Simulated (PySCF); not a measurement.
## Functional benchmark on one molecule

Molecule: `FP(F)P(F)F`, F₄P₂.

Structure with atom numbers: `[F:1][P:2]([F:3])[P:4]([F:5])[F:6]`.

Geometry PBE0-D3(BJ)/def2-SVP throughout; GIAO in PySCF 2.14, gas phase, one conformer, non-relativistic; equivalent atoms averaged; basis pcSseg-2.

Reference values (measured; solution; George Maxwell Hunter, The Preparation and Properties of Some Difluorophosphites, PhD thesis, University of Edinburgh, 1981): δ(P2/P4) = 227.0 ppm vs 85 % H3PO4. Computed shifts are taken against H3PO4, calculated as an isolated molecule at each level.

Problem. How do the functionals WP04, B97-2, BHandHLYP, CAM-B3LYP, wB97X-D, LC-wPBE perform against the reference? Times are CPU seconds on 1 thread of an Arm Neoverse V2, shared host.

Solution. 
| functional | kind | P2/P4 | abs. error P | core-s |
| --- | --- | --- | --- | --- |
| WP04 | global hybrid | 263.6 | 36.6 | 14 |
| B97-2 | global hybrid | 239.4 | 12.4 | 14 |
| BHandHLYP | global hybrid | 235.0 | 8.0 | 13 |
| CAM-B3LYP | range-separated hybrid | 253.3 | 26.3 | 20 |
| wB97X-D | range-separated hybrid | 243.4 | 16.4 | 19 |
| LC-wPBE | range-separated hybrid | 245.5 | 18.5 | 23 |

For ³¹P the closest is BHandHLYP (8.0 ppm) and the furthest WP04 (36.6 ppm). One molecule is a small sample, and vibrational and solvent effects are absent from the calculation.
